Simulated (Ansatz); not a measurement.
**C2H3N3: up Jacob's ladder to CCSD(T)**

Aim: compute C2H3N3 with functionals from several rungs and with coupled cluster, and see how far each lands from CCSD(T) at the basis-set limit for the atomisation energy.

Method: functionals in def2-TZVPP, the program's frozen cores in correlated methods; program: Ansatz 0.2.0, Gaussian basis.

Levels to be run: LDA (SPW92), PBE-D4, revPBE-D4, BLYP-D4, r2SCAN-D4, B97M-V, PBE0-D4, B3LYP-D4, r2SCANh-D4, r2SCAN0-D4, HSE06-D4, BHLYP-D4, CAM-B3LYP-D4, LC-ωPBE, ωB97X-V, ωB97M-V, B2PLYP, PBE-QIDH; CCSD(T)/def2-SVP; CCSD(T)/def2-TZVPP; MP2/def2-QZVPP; extrapolation to the limit; RPA on PBE.

## Step 1: The geometry

All runs share one geometry, relaxed beforehand with PBE0-D4 in a triple-zeta def2 set.

SMILES `c1nc[nH]n1`, 8 atoms, charge 0, spin multiplicity 1.

Atoms are counted from 1 here; the program's logs count them from 0.

Bond lengths: C1–N2 1.355 Å, C1–N5 1.316 Å, C1–H6 1.079 Å, N2–C3 1.313 Å, C3–N4 1.340 Å, C3–H7 1.080 Å, N4–N5 1.340 Å, N4–H8 1.005 Å. Angles: N2–C1–N5 115.0°, N2–C1–H6 123.3°, N5–C1–H6 121.6°, C1–N2–C3 102.7°, N2–C3–N4 109.8°, N2–C3–H7 126.7°, N4–C3–H7 123.5°, C3–N4–N5 110.5°, C3–N4–H8 129.4°, N5–N4–H8 120.1°, C1–N5–N4 102.0°.

## Step 2: LDA

This LDA is Slater exchange with PW92 correlation.

in.yaml reads:

```yaml
crystal:
  periodic: [false, false, false]
  atoms:
    - {symbol: C, position_ang: [-0.519380, 1.095951, -0.171611]}
    - {symbol: N, position_ang: [0.777508, 0.948371, 0.192102]}
    - {symbol: C, position_ang: [0.913910, -0.355966, 0.249802]}
    - {symbol: N, position_ang: [-0.246954, -0.947542, -0.064806]}
    - {symbol: N, position_ang: [-1.182280, -0.028464, -0.339426]}
    - {symbol: H, position_ang: [-0.988796, 2.056853, -0.316963]}
    - {symbol: H, position_ang: [1.810025, -0.900055, 0.507794]}
    - {symbol: H, position_ang: [-0.471832, -1.926347, -0.112692]}
basis:
  gaussian: {orbitals: def2-TZVPP}
hamiltonian: {xc: lda}
output: {orbitals: {seedname: orbitals}}
```

After this run come: PBE-D4 (GGA); revPBE-D4 (GGA); BLYP-D4 (GGA); r2SCAN-D4 (meta-GGA); B97M-V (meta-GGA); PBE0-D4 (hybrid); B3LYP-D4 (hybrid); r2SCANh-D4 (hybrid); r2SCAN0-D4 (hybrid); HSE06-D4 (hybrid); BHLYP-D4 (hybrid); CAM-B3LYP-D4 (range-separated); LC-ωPBE (range-separated); ωB97X-V (range-separated); ωB97M-V (range-separated); B2PLYP (double hybrid); PBE-QIDH (double hybrid); CCSD(T) in def2-SVP; CCSD(T) in def2-TZVPP; MP2 in def2-QZVPP; RPA on PBE orbitals.

Before running them: what should the planned runs give, taken together? Wanted: atomisation energy, CCSD(T)/CBS; farthest beyond LDA; mean size of error, GGA; mean size of error, meta-GGA; mean size of error, hybrid; mean size of error, range-separated; mean size of error, double hybrid; gap, smallest and largest; T1 diagnostic.

The runs gave:

```
                               quantity                                      value
        atomisation energy, CCSD(T)/CBS                              3418.8 kJ/mol
 functionals within 17.1 kJ/mol (0.5 %)                           B2PLYP, PBE-QIDH
                    farthest beyond LDA                     PBE-D4 (+233.0 kJ/mol)
                mean size of error, GGA                               148.4 kJ/mol
           mean size of error, meta-GGA                                23.0 kJ/mol
             mean size of error, hybrid                                79.9 kJ/mol
    mean size of error, range-separated                                52.0 kJ/mol
      mean size of error, double hybrid                                 1.3 kJ/mol
              gap, smallest and largest  5.44 eV (LDA (SPW92)), 13.05 eV (LC-ωPBE)
                          T1 diagnostic                                     0.0139
triples share of the correlation energy                                      4.9 %
```

In words: LDA overbinds by 727.7 kJ/mol (21 %). PBE-D4 misses by +233.0 kJ/mol. Double hybrids carry the basis error of their MP2 part in triple zeta, and no dispersion term here, so their miss is partly the set-up's. By mean error the best rung here is double hybrid (1.3 kJ/mol) and the worst beyond LDA is GGA (148.4 kJ/mol). Misses under about 17.1 kJ/mol are within the doubt on the reference itself, which lacks core-valence correlation, relativity and higher excitations. Hartree-Fock recovers 62 % of the binding; the rest is correlation. CCSD(T) in def2-SVP is off by -212.8 kJ/mol, which most functionals beat. Orbital gaps span 5.4 to 13.0 eV; exact exchange widens them.
